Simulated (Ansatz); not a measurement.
A made-up structure of AlSiNH3 (charge -1), closed shell:

```
atom    x (Å)    y (Å)    z (Å)
  N1  -0.0231   0.0529   0.0703
 Al2   0.3014   1.4176  -0.8665
 Si3  -0.4528   0.4470   1.4305
  H4   0.0763  -0.9752  -0.2906
  H5   0.6491   0.1496  -2.0041
  H6  -0.5509  -1.0920   1.6604
```

It is relaxed with PBE-D4/def2-SVPD and then PBE0-D4/def2-TZVPD (Ansatz 0.2.0). Atoms count as bonded within 1.22 times the sum of their covalent radii (H–H: 0.88 Å). The end point is not checked to be a true minimum.

(1) Does its bonding change? (A judgement: the text doesn't fix the answer.)

Answers

(1) The calculation gives: Yes. Formed: none; broken: Al2–Si3.

Where it ends: The first stage lowers the energy by 2.88 eV in 9 steps. It ends as AlSiNH₃ ([AlH][NH][SiH]), total charge -1:
```
6
angstrom
N -0.0272 0.0438 0.0792
Al 0.3902 1.4501 -1.1765
Si -0.5410 0.2844 1.6717
H 0.0751 -0.9075 -0.2538
H 0.7898 0.3470 -2.4172
H -0.6869 -1.2177 2.0966
```

Labels in which every atom is bracketed show which atoms are joined, not bond orders.

For scale, one of the runs: PBE0-D4/def2-TZVPD relaxation, 150 basis functions, launched by `ansatz run in.yaml --threads 2 --pin off --events-out ev --progress --plain --max-ram 4352MiB`. Hardware: 2 CPU threads of an AMD EPYC 9R45, shared host. Wall time about 14 s.
